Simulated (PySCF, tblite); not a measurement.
**CH₂O₃, a complex of two parts: NMR shifts, interaction energy, infrared bands, spin-spin couplings and core binding energies**

The task here is to estimate one member of a computed series from the others.

Programs: tblite 0.8.0 and PySCF 2.14.0. All values are calculated, for the isolated system unless a continuum is named. Atoms count from 0, parts from 1.

## Starting point

6 atoms, charge 0, multiplicity 1; geometry: rigid parts in contact. Parts: 1 = atoms 0–2, `O=C=O`, charge 0; 2 = atoms 3–5, `O`, charge 0.

The first run:

Job settings and geometry (Å):

```
{"job": {"kind": "dock", "xc": "GFN2-xTB", "basis": "xTB"}, "charge": 0, "multiplicity": 1, "parts": [{"atoms": "0-2", "charge": 0, "multiplicity": 1}, {"atoms": "3-5", "charge": 0, "multiplicity": 1}]}
O      1.123546    -0.213453    -0.001791
C      0.000046     0.000228    -0.000228
O     -1.123592     0.213225     0.002019
O     -1.108261    -0.891161    -2.691419
H     -0.817139    -0.180893    -3.266566
H     -1.712745    -0.509191    -2.052049
```

Method: GFN2-xTB search for minima from random contacts, gas phase.

Started as:

```console
> OMP_NUM_THREADS=1 python cluster_run.py task.json out
```

This one command runs all jobs of the session in turn.

Among the steps run: Search for minima with GFN2-xTB; Geometry optimisation at PBE0-D3(BJ)/def2-TZVPD; Shielding tensors: PBE0/pcSseg-2; Coupled-cluster interaction energy: CCSD(T) and MP2.

One of the session's tables, all rows but one given; the rest of the session is left out.

It belongs to the step «Coupled-cluster interaction energy: CCSD(T) and MP2». 

```
                 method  interaction energy (kcal/mol)
         HF/aug-cc-pVDZ                          -1.99
        MP2/aug-cc-pVDZ                          -2.41
       CCSD/aug-cc-pVDZ                          -2.43
    CCSD(T)/aug-cc-pVDZ                          -2.53
         HF/aug-cc-pVQZ                              ?
        MP2/aug-cc-pVQZ                          -2.71
    SCS-MP2/aug-cc-pVQZ                          -2.39
      MP2, extrapolated                          -2.77
CCSD(T), limit estimate                          -2.89
```

Q: Estimate the row for HF/aug-cc-pVQZ from the others.

The run gave: interaction energy (kcal/mol): -1.97. In the column «interaction energy (kcal/mol)» it is the highest.
